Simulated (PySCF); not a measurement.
# SCl2O2: magnetic properties

Programs: PySCF 2.14.0, with routines of our own; each step states its level. All values are computed. Atoms count from 0.

### Step 1. The starting structure

5 atoms, charge 0, multiplicity 1; geometry from: GFN2-xTB.

### Step 2. Optimising the geometry at PBE0-D3(BJ)/def2-SVP

Job settings and geometry (Å):

```
{"job": {"xc": "PBE0", "basis": "def2-SVP", "d3": "d3bj", "grid": 1, "kind": "geom"}, "charge": 0, "multiplicity": 1}
O      0.002887    -0.971197    -1.209720
S     -0.003600    -0.236804     0.003130
O     -0.039855    -0.903637     1.253932
Cl     1.598890     1.024471    -0.003090
Cl    -1.549700     1.090019    -0.061438
```

On the command line:

```sh
> OMP_NUM_THREADS=1 python excited_run.py task.json out
```

This one command runs all jobs of the session in turn.

Q: Estimate the wall time and peak memory of this first job on 1 thread of Arm Neoverse V2, shared host.

About 5.9 s, with a peak of 0.4 GiB.
